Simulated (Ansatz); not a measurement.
Reaction (SMILES): C=CCC#N -> [CH]=C (C2H3) + [CH2]C#N (the C-C bond breaks)

Wanted: bond dissociation energy (electronic), in kcal/mol. Terms: LANL2DZ all-electron up to Ne; no spin-orbit coupling; no dispersion term unless named; open shells spin-unrestricted; non-relativistic; 6-311+G** with 5d; 6-31G* and kin with 6d, 5d where marked. Ab initio and DFT rows: single points at B3LYP-D3(BJ) geometries (Ansatz, a program for electronic structure).

```
level             program  bond dissociation energy (electronic) (kcal/mol)
----------------  -------  ------------------------------------------------
B3LYP/STO-3G       Ansatz                                             112.8
B3LYP/3-21G        Ansatz                                              93.2
B3LYP/LANL2DZ      Ansatz                                              90.1
B3LYP/6-31G        Ansatz                                              90.3
B3LYP/6-31G*       Ansatz                                              92.2
B3LYP/6-31+G*      Ansatz                                              90.2
B3LYP/6-31G**      Ansatz                                              91.8
B3LYP/def2-SVP     Ansatz                                              92.1
B3LYP/cc-pVDZ      Ansatz                                              91.1
B3LYP/6-311+G**    Ansatz                                              89.2
B3LYP/def2-TZVPD   Ansatz                                              89.2
```

No value to compare with is used here. The 10 habitual levels span 89.2 (B3LYP/6-311+G**) to 112.8 kcal/mol (B3LYP/STO-3G); B3LYP/def2-TZVPD gives 89.2.

The sets are all those run for this method; left out are runs that failed, that the program found above a lower state of the same kind, or whose <S^2> lies over 0.5 above the pure value.
